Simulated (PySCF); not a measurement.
Vibration and rotation of LiS

UHF-CCSD(T) constants of LiS, ²Π (doublet), unpaired electrons π ↑ (Li def2-TZVP, S def2-TZVP; no relativity (PySCF 2.14); masses 7.0160 and 31.9721 u):

- ωe: 582.7 cm⁻¹
- ωexe: 3.83 cm⁻¹
- Be: 0.62919 cm⁻¹
- αe: 0.00675 cm⁻¹
- D (centrifugal): 2.93e-06 cm⁻¹
- De to Li + S: 2.91 eV

Q: Give the vibrational terms G(v) and spacings up to v = 6.

A: G(v) = ωe(v+½) − ωexe(v+½)².

```
v  G(v) (cm⁻¹)  G(v) − G(v−1)  Bv (cm⁻¹)
0        290.4                    0.6258
1        865.4          575.0     0.6191
2       1432.8          567.4     0.6123
3       1992.5          559.7     0.6056
4       2544.6          552.1     0.5988
5       3089.0          544.4     0.5921
6       3625.7          536.7     0.5853
```

Q: How well does the Morse estimate ωe²/(4ωexe) reproduce De, and what is D0?

A: It gives 2.75 eV, 94 % of the computed De. D0 = De − G(0) = 2.91 − 0.04 = 2.87 eV.

Correlated steps freeze 5 core orbitals. The state is the lowest determinant that a PBE0 search found; another state may lie lower at other levels.
